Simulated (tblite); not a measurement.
C5H7S (doublet state).
SMILES with atom numbers: `[CH2:1]=[C:2]([CH3:3])[CH:4][CH:5]=[S:6]` (hydrogens: H7, H8 on C1; H9, H10, H11 on C3; H12 on C4; H13 on C5)

Structure used (GFN2-xTB), in Å, numbered top down from 1:
```xyz
13
C5H7S angstrom
C     -1.371   -1.299   -0.280
C     -0.477   -0.295   -0.317
C     -0.915    1.138   -0.268
C      0.923   -0.594   -0.404
C      1.925    0.325   -0.445
S      3.562   -0.083   -0.548
H     -1.064   -2.330   -0.314
H     -2.429   -1.114   -0.215
H     -0.483    1.637    0.598
H     -0.586    1.665   -1.163
H     -1.997    1.205   -0.204
H      1.194   -1.641   -0.438
H      1.713    1.386   -0.413
```

Method: GFN2-xTB as coded in tblite; computed harmonic values from a numerical Hessian at the method's own geometry, unscaled. Against measured fundamentals such values can be off by several per cent, at times by over 20. One conformer, not necessarily the lowest. Open shells enter through the occupations alone, without spin polarisation, and single modes of such species can be off by tens of per cent.

Harmonic wavenumbers (cm⁻¹): 133.8, 140.7, 164.7, 186.2, 302.0, 432.7, 475.1, 489.3, 621.5, 766.1, 869.7, 878.4, 905.2, 909.3, 969.2, 1033.1, 1034.2, 1194.1, 1271.0, 1320.5, 1391.4, 1408.8, 1461.9, 1479.1, 1486.4, 1604.1, 3014.8, 3023.8, 3039.1, 3054.5, 3071.3, 3110.0, 3139.9.

A = 8335, B = 1294, C = 1128 MHz; mass 99.027 u (most abundant isotopes); point group Cs, symmetry number 1; spin multiplicity 2.

Problem. Zero-point energy?

Solution. Half the sum of the wavenumbers: 22191 cm⁻¹ = 63.45 kcal/mol.

Problem. What is S at 298.15 K and 1 bar for an ideal gas of classical rigid rotors and harmonic oscillators?

Solution. Translation 39.72, rotation 27.67, vibration 15.79, spin (R ln 2) 1.38: S = 84.6 cal/(mol K).

Problem. And Cp and H(298.15 K) − H(0)?

Solution. Cp = 27.04 cal/(mol K), of which vibrations give 19.09 (their classical limit is 33 R = 65.6); H(298.15 K) − H(0) = 5.10 kcal/mol without the zero-point energy, 2.73 from vibrations.

Problem. Blend soft modes into free rotors: weight 1/[1 + (100 cm⁻¹/ν̃)⁴] for the oscillator and the rest for a rotor with moment μB/(μ + B), μ = h/(8π²ν), B = 10⁻⁴⁴ kg m². What vibrational entropy results?

Solution. 15.65 cal/(mol K) in place of 15.79, which changes −T·S at 298.15 K by +0.04 kcal/mol.

Problem. Which modes carry the vibrational entropy at 298.15 K?

Solution. 133.8 cm⁻¹: 2.89; 140.7 cm⁻¹: 2.79; 164.7 cm⁻¹: 2.50; 186.2 cm⁻¹: 2.27; 302.0 cm⁻¹: 1.41; 432.7 cm⁻¹: 0.85 cal/(mol K); the other 27 give 3.09 together.

Problem. How do the functions run with temperature in this model?

Solution. 
```json
{"T (K)": "50", "S (cal/(mol K))": "55.1", "Cp (cal/(mol K))": "9.9", "H − H(0) (kcal/mol)": "0.42", "G − H(0) (kcal/mol)": "-2.34", "ln q(vib)": "0.05"}
{"T (K)": "100", "S (cal/(mol K))": "63.4", "Cp (cal/(mol K))": "14.1", "H − H(0) (kcal/mol)": "1.03", "G − H(0) (kcal/mol)": "-5.31", "ln q(vib)": "0.49"}
{"T (K)": "373.15", "S (cal/(mol K))": "91.2", "Cp (cal/(mol K))": "31.9", "H − H(0) (kcal/mol)": "7.31", "G − H(0) (kcal/mol)": "-26.70", "ln q(vib)": "4.51"}
{"T (K)": "500", "S (cal/(mol K))": "101.5", "Cp (cal/(mol K))": "39.0", "H − H(0) (kcal/mol)": "11.82", "G − H(0) (kcal/mol)": "-38.93", "ln q(vib)": "6.51"}
{"T (K)": "750", "S (cal/(mol K))": "119.4", "Cp (cal/(mol K))": "48.9", "H − H(0) (kcal/mol)": "22.91", "G − H(0) (kcal/mol)": "-66.61", "ln q(vib)": "10.40"}
{"T (K)": "1000", "S (cal/(mol K))": "134.4", "Cp (cal/(mol K))": "55.4", "H − H(0) (kcal/mol)": "36.01", "G − H(0) (kcal/mol)": "-98.38", "ln q(vib)": "14.06"}
```

q(vib) and H(0) count from the zero-point level.

Problem. What must be added to the electronic energy to get the Gibbs energy at 298.15 K and 1 bar?

Solution. ZPE + [H(298.15 K) − H(0)] − T·S = 63.45 + 5.10 − 25.21 = 43.34 kcal/mol.

Hindered rotation and anharmonicity are outside this model. Other conformers, if any are populated, would add a mixing term that is left out.

Time: 0.27 s wall. Hardware: Arm Neoverse V2, one thread, shared host with 96 logical CPUs at a one-minute load of 31. The figure is for the frequency step alone.
